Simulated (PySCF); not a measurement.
C3H6NOP.
Geometry (GFN2-xTB, Å), atoms numbered from 1 in this order:
```xyz
12
C3H6NOP angstrom
C      1.5463    0.3732    0.0723
P      0.2914   -0.8729   -0.3547
O      0.6066   -2.2424    0.0497
C     -1.3004   -0.2736    0.3686
C     -1.5807    1.0649   -0.0472
N     -1.7723    2.1372   -0.3939
H      1.7109    0.3346    1.1495
H      2.4743    0.1004   -0.4278
H      1.2391    1.3711   -0.2263
H      0.0862   -0.7068   -1.7236
H     -2.0941   -0.9557    0.0490
H     -1.2060   -0.3306    1.4583
```

Method: PySCF, TDDFT CAM-B3LYP/def2-SVPD, vertical, gas phase, core orbitals frozen in the response.

Transition dipole moments from the ground state, in atomic units and in the frame of the coordinates above (overall signs are arbitrary), for the states with f of 0.002 or more among the lowest 8:

```
state  E (eV)      μx      μy     μz
   S1   7.501  -0.437   0.195  0.028
   S2   7.534   0.089   0.155  0.087
   S3   7.650  -0.128   0.149  0.073
   S4   7.719  -0.030   0.261  0.013
   S5   7.874  -0.135   0.041  0.191
   S6   7.990   0.087   0.073  0.013
   S8   8.081   0.405  -0.198  0.073
```

(1) Work out the oscillator strengths.

(2) Which bond between heavy atoms lies closest to the direction of the S1 transition dipole?

(3) What angle do the transition dipoles of S1 and S8 make?

(4) How is the summed strength of these states shared among x, y and z?

## Answers

(1) f = (2/3) ΔE |μ|² with ΔE in hartree (27.2114 eV).

```
state  |μ|² (au)  |μ| (D)      f
   S1      0.230     1.22  0.042
   S2      0.040     0.51  0.007
   S3      0.044     0.53  0.008
   S4      0.069     0.67  0.013
   S5      0.056     0.60  0.011
   S6      0.013     0.29  0.003
   S8      0.208     1.16  0.041
```

(2) P2–C4, at 20° from it; next P2–O3 at 56°.

(3) |cos θ| = |μa·μb| / (|μa| |μb|) = 0.98, so θ ≈ 13° (taken between 0 and 90°, since the signs are arbitrary).

(4) (2/3) Σ ΔE μα² gives 0.077 for x, 0.038 for y and 0.011 for z, 0.126 in all.

Rough CPU time on one thread of a shared machine: about 60 s.

One conformer stands for the species.
